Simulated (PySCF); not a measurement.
Geometry:
```
atom   x (Å)   y (Å)   z (Å)
  C1  -1.279   0.696   0.044
  C2   0.030  -0.020   0.326
  C3   1.225   0.768  -0.184
  C4   0.022  -1.442  -0.211
 Cl5   0.200  -0.135   2.145
  H6  -1.424   0.789  -1.045
  H7  -2.130   0.138   0.461
  H8  -1.278   1.704   0.482
  H9   1.245   1.777   0.252
 H10   2.167   0.262   0.070
 H11   1.166   0.863  -1.281
 H12  -0.080  -1.423  -1.308
 H13  -0.819  -2.014   0.206
 H14   0.956  -1.963   0.043
```

Theoretical values (PySCF 2.14.0 with density-fitted response routines): σ from GIAO-PBE0/pcSseg-1, geometry: PBE0-D3(BJ)/def2-SVP. Relativity neglected, single conformer, one averaged value for each set of equivalent atoms, in vacuum.

Chemical shifts δ = σref − σ; ¹³C, ¹H against TMS; ³⁵Cl against HCl, all at this level.

```json
{"atoms": "Cl5", "nucleus": "³⁵Cl", "count": "1", "Hirshfeld charge": "-0.08", "δ (ppm)": "?"}
{"atoms": "C1/C3/C4", "nucleus": "¹³C", "count": "3", "Hirshfeld charge": "-0.12", "δ (ppm)": "35.9"}
{"atoms": "H6/H7/H8/H9/H10/H11/H12/H13/H14", "nucleus": "¹H", "count": "9", "Hirshfeld charge": "0.04", "δ (ppm)": "?"}
{"atoms": "C2", "nucleus": "¹³C", "count": "1", "Hirshfeld charge": "0.07", "δ (ppm)": "70.0"}
```

Task: Estimate the values marked ?.

Result: 
- H6/H7/H8/H9/H10/H11/H12/H13/H14: 1.53 ppm, hydrogen on a methyl carbon
- Cl5: 275 ppm, chlorine bonded to C

Carbons that carry Cl, above all several Cl atoms, come out too deshielded, partly because spin–orbit coupling is missing. Shifts are as computed. Against solution values, carbons near 30 ppm lie about +2 ppm off and those near 130 ppm about +4 ppm. Of 246 compounds with measured shifts, 49 miss one by over three times the rms of a fit or turn the order of signals round; such compounds aren't used in these exercises.
